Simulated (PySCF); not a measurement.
## Property card for CFCl3, `ClC(F)(Cl)Cl`

Species: CFCl3.
Bonds: F1–C2, C2–Cl3, C2–Cl4, C2–Cl5.

Structural features include: C–F bond and C–Cl bond.

**GFN2-xTB geometry**

```yaml
Point_group_of_the_GFN2-xTB_geometry: C3v
Rotational_constants_A_B_C_of_the_GFN2-xTB_geometry: 2.444, 2.444, 1.709 GHz
```

B3LYP/def2-SVP ground state and GIAO shieldings, non-relativistic (PySCF):

```yaml
Dipole_moment: 0.37 D
HOMO_energy: -8.60 eV
LUMO_energy: -0.80 eV
HOMO–LUMO_gap: 7.80 eV
13C_chemical_shifts_computed_TMS_as_zero_by_class: 151.8 (C2) ppm
Isotropic_shieldings_of_nuclei_other_than_C_and_H_by_class: 207 (F1), 484 (Cl3/Cl4/Cl5) ppm
```

Monoisotopic mass (most abundant isotopes): 135.9050 u.

A dipole of 0.37 D is allowed in C3v, and pure rotational transitions are dipole-allowed. The rotational constants are those of an oblate symmetric top. In atomic units the dipole is 0.15 e·bohr (1 au = 2.5417 D). With B = h/(8π²I), that is 505.379 GHz u Å² over I, the principal moments of inertia are 206.7, 206.8 and 295.7 u Å² (most abundant isotopes).

Geometry: GFN2-xTB; no solvent, vibrations or thermal averaging. The shieldings hold no spin–orbit term; for a carbon that bears several chlorines this term is known to matter.

For the NMR shielding job (B3LYP/def2-SVP), cost: about 2.8 s of CPU time on one thread; the machine was shared, so the figure is rough.
